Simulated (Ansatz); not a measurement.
Results of B3LYP (VWN-RPA form) in Ansatz (plane waves, PAW) for 2H WSe₂.

Settings: plane-wave cutoff 460 eV, 9×9×2 k mesh (along the axes of the cell as run), Fermi–Dirac smearing 0.01 eV, no spin polarisation, scalar-relativistic PAW data made under PBE.

Cell (measured lattice):

```
WSe2
1.0
   -1.64100    -2.84230     0.00000
   -1.64100     2.84230     0.00000
    0.00000     0.00000   -12.96000
W Se
2 4
Cartesian
 -1.64100   0.94743  -3.24000
 -1.64100  -0.94743  -9.72000
 -1.64100   0.94743 -11.39184
 -1.64100  -0.94743  -4.91184
 -1.64100  -0.94743  -1.56816
 -1.64100   0.94743  -8.04816
```

Question: What does this level give for the band gap, smallest direct gap on the k points sampled and Γ–Γ gap?

Answer: 
- band gap = 1.87 eV
- smallest direct gap on the k points sampled = 2.42 eV
- Γ–Γ gap = 3.71 eV

Note: cell and atoms aren't relaxed at this level (largest force component 0.08 eV/Å, pressure 6.9 GPa).

Spin–orbit coupling is not included.

Static lattice: no zero-point or thermal effects.

Ansatz is a first-principles code.
